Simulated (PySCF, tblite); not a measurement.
# C₅H₆O: vibronic structure

Wanted: vibronic structure for C₅H₆O (`C=C/C=C/C=O`).

Programs: tblite 0.8.0 and PySCF 2.14.0, with routines of our own; each step states its level. All values are computed. Atoms count from 0.

## Step 1: The starting structure

12 atoms, charge 0, multiplicity 1; geometry from: force field or distance geometry start.

## Step 2: Geometry optimisation with GFN2-xTB

The job: settings as JSON, then the geometry in Å.

```
{"job": {"kind": "relax", "xc": "GFN2-xTB", "basis": "xTB"}, "charge": 0, "multiplicity": 1}
C     -1.788900     0.697500     1.492800
C     -0.755500     0.003100     1.080700
C     -0.107500     0.231300    -0.204200
C      0.932900    -0.543700    -0.489900
C      1.654600    -0.419100    -1.736700
O      2.654400    -1.154900    -2.031300
H     -2.158100     1.462600     0.805300
H     -2.246000     0.515000     2.461700
H     -0.388400    -0.765300     1.784800
H     -0.456900     0.978000    -0.901000
H      1.274600    -1.306300     0.217500
H      1.386000     0.301100    -2.505800
```

On the command line:

```
OMP_NUM_THREADS=1 python excited_run.py task.json out
```

This one command runs all jobs of the session in turn.

Standard output:

```text
step      E/eV     max force
  0    -482.55266    4.621
  1    -482.66205    4.755
  2    -482.79632    0.938
  3    -482.82473    0.498
  4    -482.87591    0.524
  5    -482.88515    0.321
  6    -482.89365    0.290
  7    -482.89854    0.276
  8    -482.90162    0.137
  9    -482.90301    0.113
 10    -482.90392    0.127
 11    -482.90516    0.114
 12    -482.90686    0.143
 13    -482.90884    0.146
 14    -482.91041    0.126
 15    -482.91136    0.089
 16    -482.91200    0.106
 17    -482.91263    0.088
 18    -482.91328    0.085
 19    -482.91395    0.089
 20    -482.91471    0.102
 21    -482.91568    0.118
 22    -482.91680    0.117
 23    -482.91779    0.084
 24    -482.91841    0.064
 25    -482.91875    0.047
 26    -482.91897    0.040
 27    -482.91915    0.039
 28    -482.91931    0.034
 29    -482.91948    0.038
 30    -482.91963    0.032
 31    -482.91972    0.025
 32    -482.91978    0.021
 33    -482.91982    0.021
 34    -482.91986    0.021
 35    -482.91989    0.016
 36    -482.91992    0.018
 37    -482.91994    0.016
 38    -482.91995    0.008
```

Wall time 0.13 s (1 thread of AMD EPYC 9R14, shared host).

Along the way: (not every step is listed)

```csv
step,energy from step 0 (eV),largest force (eV/Å)
0,0.0000,4.6213
1,-0.1094,4.7547
2,-0.2437,0.9377
3,-0.2721,0.4982
4,-0.3232,0.5245
5,-0.3325,0.3210
6,-0.3410,0.2897
7,-0.3459,0.2756
8,-0.3490,0.1373
10,-0.3513,0.1267
12,-0.3542,0.1432
14,-0.3578,0.1258
16,-0.3593,0.1062
18,-0.3606,0.0851
20,-0.3621,0.1015
22,-0.3641,0.1167
24,-0.3657,0.0643
26,-0.3663,0.0396
28,-0.3666,0.0345
30,-0.3670,0.0323
32,-0.3671,0.0210
33,-0.3672,0.0209
34,-0.3672,0.0211
35,-0.3672,0.0158
36,-0.3673,0.0178
37,-0.3673,0.0158
38,-0.3673,0.0085
```

Distances of close pairs at the start and the end, largest changes first:

```csv
bond,before (Å),after (Å),change (Å)
C4–O5,1.276,1.207,-0.069
C1–H8,1.105,1.082,-0.023
C4–H11,1.087,1.110,+0.022
C0–C1,1.311,1.332,+0.021
C1–C2,1.457,1.439,-0.019
C0–H6,1.093,1.078,-0.015
C2–C3,1.328,1.343,+0.015
C3–H10,1.095,1.082,-0.013
```

The final coordinates are the input of the step that follows.

## Step 3: Vibrational analysis with GFN2-xTB

The job: settings as JSON, then the geometry in Å.

```
{"job": {"kind": "ir", "xc": "GFN2-xTB", "basis": "xTB"}, "charge": 0, "multiplicity": 1}
C     -1.810579     0.745598     1.448022
C     -0.761444    -0.004155     1.114365
C     -0.058943     0.135901    -0.133128
C      1.000535    -0.609368    -0.488627
C      1.684389    -0.437466    -1.759612
O      2.638506    -1.078432    -2.127540
H     -2.191347     1.507601     0.787622
H     -2.322155     0.624627     2.386916
H     -0.394531    -0.764027     1.791337
H     -0.425580     0.896615    -0.812325
H      1.390710    -1.376382     0.166797
H      1.251637     0.358802    -2.399854
```

Standard output:

```text
mode    cm-1     km/mol
  1      83.1      3.97
  2     151.3      4.06
  3     182.9      2.55
  4     242.5      4.09
  5     377.4      6.65
  6     432.9      0.17
  7     583.4     11.15
  8     609.2      0.23
  9     798.2      1.36
 10     897.6     16.08
 11     923.7      5.38
 12     950.0      8.93
 13     977.5      0.01
 14    1032.5     36.78
 15    1126.6    119.03
 16    1167.6     11.44
 17    1210.8      1.78
 18    1266.3      0.90
 19    1287.9      2.84
 20    1381.7     12.68
 21    1406.2      1.66
 22    1627.0    195.77
 23    1647.4      8.16
 24    1733.1    436.45
 25    2742.6    133.77
 26    3044.6     12.41
 27    3068.6     15.36
 28    3077.9     37.88
 29    3102.9     16.37
 30    3138.1     29.51
```

It took 0.21 s on 1 thread of AMD EPYC 9R14, shared host.

The strongest bands and the atoms that carry them (share of the mass-weighted mode):

```
cm⁻¹  km/mol                                atoms
1032    36.8  H8 35 %, H9 24 %, H6 18 %, H10 15 %
1127   119.0                     C3 39 %, C4 37 %
1627   195.8                     C2 46 %, C3 42 %
1733   436.4                     C4 58 %, O5 38 %
2743   133.8                             H11 94 %
3078    37.9                             H10 82 %
3103    16.4                     H6 73 %, H7 22 %
3138    29.5                     H7 71 %, H6 18 %
```

## Step 4: Vibronic structure: TDA B3LYP/cc-pVDZ

The job, as its differences from that of step 3:

```diff
@@ -1,2 +1,2 @@
-{"job": {"kind": "ir", "xc": "GFN2-xTB", "basis": "xTB"}, "charge": 0, "multiplicity": 1}
+{"job": {"kind": "vib", "xc": "B3LYP", "basis": "cc-pVDZ", "tda": true}, "charge": 0, "multiplicity": 1}
 C     -1.810579     0.745598     1.448022
```

Level: TDA B3LYP/cc-pVDZ vertical-gradient vibronic structure (displaced harmonic oscillators, Condon), gas phase.

Standard output:

```text
final grid: 45912 points
cycle   1  E = -269.1911776468  dE =  8.867e-01  |g| = 8.129e-01  |ddm| = 6.934e+00
cycle   2  E = -268.5704057285  dE =  6.208e-01  |g| = 1.866e+00  |ddm| = 4.268e+00
cycle   3  E = -269.3250726205  dE = -7.547e-01  |g| = 1.759e-01  |ddm| = 3.283e+00
cycle   4  E = -269.3318402153  dE = -6.768e-03  |g| = 9.264e-02  |ddm| = 4.685e-01
cycle   5  E = -269.3338895218  dE = -2.049e-03  |g| = 3.816e-02  |ddm| = 1.837e-01
cycle   6  E = -269.3342577009  dE = -3.682e-04  |g| = 8.205e-03  |ddm| = 6.204e-02
cycle   7  E = -269.3342737707  dE = -1.607e-05  |g| = 2.944e-03  |ddm| = 1.417e-02
cycle   8  E = -269.3342756780  dE = -1.907e-06  |g| = 1.061e-03  |ddm| = 5.179e-03
cycle   9  E = -269.3342759463  dE = -2.683e-07  |g| = 3.698e-04  |ddm| = 2.029e-03
cycle  10  E = -269.3342759810  dE = -3.475e-08  |g| = 5.927e-05  |ddm| = 6.383e-04
cycle  11  E = -269.3342759818  dE = -7.993e-10  |g| = 1.490e-05  |ddm| = 1.106e-04
converged SCF energy = -269.3342759818

Singlet excitations (eV, f): 3.291 (0.0000)  5.549 (1.0982)  6.116 (0.0005)  6.583 (0.1326)  6.778 (0.0000)  7.399 (0.0000)

State S1  3.2912 eV  f = 0.00002  H->L 0.96
  relaxed dipole 1.509 D, largest gradient of the excitation energy 0.0788 Eh/bohr
  mode    cm-1        S   lambda/meV  Raman
   22   1627.0    0.5539     111.7   0.978
   24   1733.1    0.4993     107.3   1.000
   15   1126.6    0.5329      74.4   0.451
   16   1167.6    0.1718      24.9   0.156
   20   1381.7    0.0889      15.2   0.113
    5    377.4    0.2984      14.0   0.028
    7    583.4    0.1133       8.2   0.026
   23   1647.4    0.0278       5.7   0.050
   18   1266.3    0.0176       2.8   0.019
   12    950.0    0.0219       2.6   0.013
    2    151.3    0.0735       1.4   0.001
   17   1210.8    0.0063       0.9   0.006
  reorganisation energy 0.3706 eV, total S 2.412, 0-0 2.9206 eV
  absorption maximum 3.129 eV, width 0.576 eV

State S2  5.5493 eV  f = 1.09818  H-1->L 0.87
  relaxed dipole 6.411 D, largest gradient of the excitation energy 0.0338 Eh/bohr
  mode    cm-1        S   lambda/meV  Raman
   22   1627.0    0.1738      35.1   1.000
    2    151.3    1.7605      33.0   0.088
   23   1647.4    0.1456      29.7   0.859
    6    432.9    0.4032      21.6   0.164
   24   1733.1    0.0252       5.4   0.164
   20   1381.7    0.0247       4.2   0.102
   18   1266.3    0.0204       3.2   0.071
   19   1287.9    0.0190       3.0   0.069
    5    377.4    0.0646       3.0   0.020
   21   1406.2    0.0154       2.7   0.066
   12    950.0    0.0134       1.6   0.026
   15   1126.6    0.0093       1.3   0.026
  reorganisation energy 0.1450 eV, total S 2.685, 0-0 5.4043 eV
  absorption maximum 5.450 eV, width 0.142 eV

State S4  6.5832 eV  f = 0.13265  H-2->L 0.56, H-1->L+1 0.34
  relaxed dipole 2.345 D, largest gradient of the excitation energy 0.0685 Eh/bohr
  mode    cm-1        S   lambda/meV  Raman
   22   1627.0    0.7783     157.0   1.000
   23   1647.4    0.4146      84.7   0.546
   19   1287.9    0.2400      38.3   0.193
    6    432.9    0.6068      32.6   0.055
   15   1126.6    0.1631      22.8   0.100
   24   1733.1    0.0931      20.0   0.136
   12    950.0    0.0283       3.3   0.012
   17   1210.8    0.0199       3.0   0.014
   18   1266.3    0.0176       2.8   0.014
    5    377.4    0.0443       2.1   0.003
   21   1406.2    0.0083       1.4   0.008
  reorganisation energy 0.3741 eV, total S 2.503, 0-0 6.2091 eV
  absorption maximum 6.413 eV, width 0.478 eV

State T1  2.7753 eV  f = 0.00000  H-1->L 0.96
  relaxed dipole 4.270 D, largest gradient of the excitation energy 0.0931 Eh/bohr
  mode    cm-1        S   lambda/meV  Raman
   22   1627.0    1.7861     360.3   1.000
   23   1647.4    0.3878      79.2   0.223
   16   1167.6    0.2352      34.0   0.068
   17   1210.8    0.1188      17.8   0.037
   15   1126.6    0.0881      12.3   0.024
   21   1406.2    0.0597      10.4   0.025
    2    151.3    0.5452      10.2   0.003
   18   1266.3    0.0499       7.8   0.017
   19   1287.9    0.0474       7.6   0.017
    6    432.9    0.0895       4.8   0.004
   12    950.0    0.0299       3.5   0.006
   24   1733.1    0.0163       3.5   0.010
  reorganisation energy 0.5557 eV, total S 3.506, 0-0 2.2197 eV
  absorption maximum 2.628 eV, width 0.648 eV
```

It took 10 s on 1 thread of AMD EPYC 9R14, shared host; peak memory 0.6 GiB.

## Step 5: Results

| quantity | value |
| --- | --- |
| strongest single infrared mode (GFN2-xTB) | 1733 cm⁻¹, 436 km/mol |
| zero-point energy (GFN2-xTB) | 57.6 kcal/mol |
| S1: vertical, reorganisation, 0-0, total S (step 4, TDA B3LYP/cc-pVDZ, modes from GFN2-xTB) | 3.29, 0.37, 2.92 eV; 2.4 |
| S2: vertical, reorganisation, 0-0, total S (step 4, TDA B3LYP/cc-pVDZ, modes from GFN2-xTB) | 5.55, 0.14, 5.40 eV; 2.7 |
| S4: vertical, reorganisation, 0-0, total S (step 4, TDA B3LYP/cc-pVDZ, modes from GFN2-xTB) | 6.58, 0.37, 6.21 eV; 2.5 |

What this shows: No mode is imaginary among the 30: a minimum at this level. The strongest single mode, at 1733 cm⁻¹, moves mainly C4 and O5. Unscaled tight-binding wavenumbers are off by several per cent, some by more. Its intensities can rank the bands wrongly. Some states lie very close; unless symmetry makes them partners, their order is unsure. The vibronic model keeps the ground-state modes (from xTB) and shifts them along the gradient alone, so it can miss much of the relaxation that a full optimisation finds.
